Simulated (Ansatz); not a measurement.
System: sum formula H2OCl (charge +1, singlet). It need not be the lowest isomer of its formula. 
Coordinates optimised at B3LYP-D3(BJ)/def2-TZVP (Ansatz, an electronic-structure program):
```xyz
4

O     -0.0211     1.0722    -0.0746
H     -0.9457     1.3908     0.0477
Cl     0.0314    -0.6722    -0.0032
H      0.5812     1.4595     0.6026
```
Charge +1, spin multiplicity 1.

Parts of the frozen-core correlation energy in STO-3G (Ansatz, hartree). Frozen orbitals: 6; correlated occupied orbitals by spin: 7 and 7; virtual: 3 and 3. No spin-orbit coupling. Non-relativistic.

```
term                            value
-------------------------  ----------
reference (HF)             -529.24423
MP2 opposite-spin            -0.05996
MP2 same-spin                -0.00759
CCSD correlation             -0.08523
(T)                          -0.00089
FCI minus CCSD(T)            -0.00025
T1 diagnostic                   0.011
largest doubles amplitude       0.111
```
